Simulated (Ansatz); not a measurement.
One stationary structure of BAs. Space group F-43m (No. 216), zinc blende type. Computed with PBE (plane waves to 420 eV, PAW, scalar-relativistic; Ansatz, a quantum-chemistry and plane-wave program).

```cif
data_As4B4
_chemical_formula_sum 'As4 B4'
_space_group_name_H-M_alt 'F-43m'
_space_group_IT_number 216
_space_group_name_Hall 'F -4 2 3'
_cell_length_a 4.80944
_cell_length_b 4.80944
_cell_length_c 4.80944
_cell_angle_alpha 90.000
_cell_angle_beta 90.000
_cell_angle_gamma 90.000
loop_
_atom_site_label
_atom_site_type_symbol
_atom_site_symmetry_multiplicity
_atom_site_Wyckoff_symbol
_atom_site_fract_x
_atom_site_fract_y
_atom_site_fract_z
_atom_site_occupancy
As1 As 4 c 0.25000 0.25000 0.25000 1
B1 B 4 a 0.00000 0.00000 0.00000 1
```
(The calculation used a cell of 2 atoms; values per cell refer to that cell.)

Q: Predict the band gap from PBE.

A: 1.21 eV, indirect (valence top at Γ, conduction bottom at 82 % of the way from Γ to X) (no spin-orbit coupling).

Q: Predict the smallest direct gap from PBE.

A: 3.26 eV at Γ.

No spin polarisation in the result.

Measured for BAs: a 4.777 Å (room temperature; as listed in M J Lucero, T M Henderson, G E Scuseria, Journal of Physics Condensed Matter (2012)); gap 1.82 eV (room temperature; as listed in Joon Sang Kang et al., Applied Physics Letters (2019)). Computed minus measured — a: PBE +0.7 %; gap: PBE -0.61 eV. The computed values are for a static lattice, and a measured gap can be an optical one, lowered by exciton binding.

The run could not lose the symmetry of its start; a randomly shaken copy of 2 atoms returns to this structure.

All atoms sit on sites fixed by symmetry, so only the cell could relax.
